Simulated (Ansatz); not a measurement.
A calculation with Ansatz (development build ahead of 0.2.0).

```yaml
crystal:
  periodic: [false, false, false]
  atoms:
    - { symbol: "N", position_ang: [0.05228, -0.0272, -1.4444] }
    - { symbol: "N", position_ang: [-0.04732, 0.00592, -0.04553] }
    - { symbol: O, position_ang: [-0.04801, 0.00201, 1.28976] }
basis:
  gaussian: { orbitals: "6-31G" }
hamiltonian:
  xc: hf
```

The input is written out in the form of the current development build from the run's settings.

Output:

* Converged: yes
* Total energy: -183.40757 hartree
* Spin squared of the determinant: 0.000

Caution: stretched shape with no unrestricted run beside it, a lower state can exist.
